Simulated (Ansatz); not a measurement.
How basis sets differ on C2H7Si (SMILES C[SiH]C)

C2H7Si has 10 atoms, charge 0, and is taken as a doublet. SMILES: `C[SiH]C`. The coordinates come from a PBE0-D4/def2-TZVP relaxation.

Each level gives the dipole moment (D). The values are calculated.

```tsv
level	kind	program	value (D)
UHF/STO-3G	Hartree–Fock	Ansatz	0.71
UHF/3-21G	Hartree–Fock	Ansatz	0.62
UHF/6-31G	Hartree–Fock	Ansatz	0.65
UHF/6-31G* (spherical functions)	Hartree–Fock	Ansatz	0.69
UHF/def2-SVP	Hartree–Fock	Ansatz	0.70
```

The values span 0.62 to 0.71 D. Magnitudes only: a small dipole may point the other way at some levels. Sets without polarisation functions give poor dipoles.
